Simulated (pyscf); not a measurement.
# Routes from H₃C–SiH₂–CH₃ (SMILES C[SiH2]C) + HCl (SMILES Cl)

Candidate steps break at most two bonds and form at most two. Each was searched with GFN2-xTB (tblite) first. Structures and frequencies: ωB97X-D3(BJ)/def2-SVP in PySCF. Energies: ωB97M-D3(BJ)/def2-TZVP, eV, from the separated reactants, singlet surface; ΔG‡ with ideal gas, 1 atm, RRHO with modes under 100 cm⁻¹ raised to 100, one conformer, R ln 2 for chiral ones without a mode under 150 cm⁻¹.

```json
[
 {"products": "CH₄ + H₃C–SiH₂–Cl", "type": "four-centre exchange", "ΔE‡": "1.60", "ΔE": "-1.13", "ΔG‡ 298 K": "2.04", "ΔG‡ 900 K": "2.92", "ν‡ (cm⁻¹)": "609i"},
 {"products": "H₃C–SiH₂–CH₂–Cl + H₂", "type": "four-centre exchange", "ΔE‡": "4.22", "ΔE": "+1.00", "ΔG‡ 298 K": "4.49", "ΔG‡ 900 K": "5.26", "ν‡ (cm⁻¹)": "1190i"}
]
```

Plain bond fissions and candidates not yet searched are not listed, and one of them may be faster. Each barrier is that of the saddle found; lower ones may exist.
